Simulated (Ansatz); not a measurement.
How the smallest direct gap on the k points sampled of GeSe (Pnma, No. 62) moves with the method

No measured value is used here.

| level (code) | value (eV) |
|---|---|
| LDA (Ansatz) | 0.82 |
| PBE+SOC (Ansatz) | 0.84 |
| PBEsol (Ansatz) | 0.82 |
| HSE06 (Ansatz) | (withheld) |
| PBE0 (Ansatz) | 2.04 |

Q: Some entries are withheld; supply them.

A: 
- HSE06 (Ansatz, an electronic-structure program), value (eV): 1.38

Computed values are for a static lattice. Levels without +SOC have no spin–orbit coupling; where heavier elements are present it shifts gaps, mostly down, and can invert bands.  Values are at the measured cell. Cutoffs and k meshes differ between the levels. Ansatz's density-functional and Hartree–Fock values are scalar-relativistic unless marked +SOC, with PAW data made under PBE.
